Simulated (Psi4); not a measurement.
Here is a job for Psi4.
```
memory 2 GB

molecule mol {
0 1
  C    -0.000000   -0.000000   -1.106358
  S     0.000000    0.000000    0.414884
}

set basis 6-31g*
set reference uks

energy('b3lyp')
print_variables()
```

What does this run give for the dipole moment, number of basis functions, total energy?


| Property | Result |
|---|---|
| dipole moment | 1.63 D |
| number of basis functions | 34 |
| total energy | -436.208545 Ha |
